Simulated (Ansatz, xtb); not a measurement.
C2H6O3: which of two isomers lies lower

Structure I: `CC(O)(O)O`, a singlet. Structure II: `OCC(O)O`, a singlet. Both are isolated molecules in the gas phase, relaxed with r2SCAN-D4/def2-SVP; the shapes shown needn't be the lowest conformers.

I (Å):

| atom | x (Å) | y (Å) | z (Å) |
| --- | --- | --- | --- |
| C | -1.5930 | -1.4266 | -0.4257 |
| C | -0.6432 | -1.1228 | 0.7156 |
| O | 0.5560 | -0.6047 | 0.2308 |
| O | -0.2759 | -2.2815 | 1.4366 |
| O | -1.2861 | -0.2076 | 1.5545 |
| H | -2.5614 | -1.7719 | -0.0347 |
| H | -1.1532 | -2.2022 | -1.0660 |
| H | -1.7594 | -0.5156 | -1.0166 |
| H | 1.2590 | -1.1100 | 0.6637 |
| H | -1.0579 | -2.5711 | 1.9262 |
| H | -0.6024 | 0.1451 | 2.1437 |

II (Å):

```xyz
11

C    -1.8061   -0.2033   -0.1520
C    -0.6135   -0.0813    0.7838
O    -2.7001    0.8638   -0.0015
O    -1.1710    0.0111    2.0778
O     0.2749   -1.1505    0.6603
H    -2.8492    0.9392    0.9534
H    -2.2823   -1.1919    0.0520
H    -1.4502   -0.2158   -1.1939
H    -0.0258    0.8249    0.5421
H    -0.4612    0.2405    2.6927
H    -0.2358   -1.9610    0.8098
```

Energies in hartree; the thermal terms are from r2SCAN-D4/def2-SVP harmonic frequencies (ideal gas, rigid rotor, one conformer each, 298.15 K, 1 atm) and include the zero-point energy:

|  | I | II |
| --- | --- | --- |
| E, CCSD(T)/def2-SVP | −304.495476 | −304.471682 |
| E, MP2/def2-SVP | −304.436904 | −304.411935 |
| E, MP2/def2-TZVPP | −305.028268 | −305.006002 |
| zero-point energy | 0.088227 | 0.090541 |
| H(298 K) − E | 0.095498 | 0.097215 |
| G(298 K) − E | 0.059194 | 0.061991 |

Task: Correct the CCSD(T) difference for the basis set by the MP2 change, then work out ΔE, ΔE₀, ΔH and ΔG for I → II in kJ/mol (1 Eh = 2625.50 kJ/mol) and the equilibrium ratio [II]/[I].

Result: 1. Differences II − I: CCSD(T) +0.023794, MP2 in the small set +0.024969, MP2 in the large set +0.022266 Eh.
2. ΔE = +0.023794 + (+0.022266 − (+0.024969)) = +0.021091 Eh = +55.37 kJ/mol.
3. ΔE₀ = ΔE + ΔZPE = +0.021091 + (+0.002314) Eh = +61.45 kJ/mol.
4. ΔH = ΔE + (+0.001717) Eh = +59.88 kJ/mol.
5. ΔG = ΔE + (+0.002797) Eh = +62.72 kJ/mol, so ΔS = (ΔH − ΔG)/T = −9.5 J/(mol K).
6. kT = 0.9442 mEh, so K = [II]/[I] = exp(−ΔG/kT) = exp(−25.30) ≈ 1.0 × 10^−11.

Structure I is favoured at this temperature. An error of 4 kJ/mol in ΔG would change K by a factor of 5. Mirror images and further conformers aren't counted.

As drawn, both hold the same kinds of bond in the same numbers. Structure I has 1 methyl group, II 0.

Other levels gave ΔE = +59.8 (GFN2-xTB); +55.5 (HF/STO-3G, GFN2-xTB geometries); +62.6 (r2SCAN-D4/def2-SVP//GFN2-xTB); +64.0 (r2SCAN-D4/def2-SVP); +61.2 (HF/def2-SVP); +65.6 (MP2/def2-SVP); +62.5 (CCSD(T)/def2-SVP) kJ/mol. The correlated steps freeze 5 core orbitals. Programs: Ansatz 0.2.0, xtb 6.7.1.
